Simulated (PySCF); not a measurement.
PySCF input:

```python
from pyscf import gto, scf, dft

mol = gto.M(
    atom='''
    C    -0.00000000   -0.00000000   -0.73641303
    N     0.00000000    0.00000000    0.42763309
    H     0.00000000    0.00000000    1.42504654
    ''',
    basis='def2-tzvpd',
    charge=0,
    spin=0,
    verbose=4,
)

mf = dft.RKS(mol, xc='tpssh').density_fit(auxbasis='def2-universal-jkfit')
mf.grids.level = 3
mf.conv_tol = 1e-9
mf.max_cycle = 100
mf.max_memory = 1500
mf.kernel()
if not mf.converged:
    mf = mf.newton()
    mf.kernel(mf.make_rdm1())
mf.analyze()
```

Which total energy does the run end on?

-93.43992 Eh (TPSSh/def2-TZVPD).
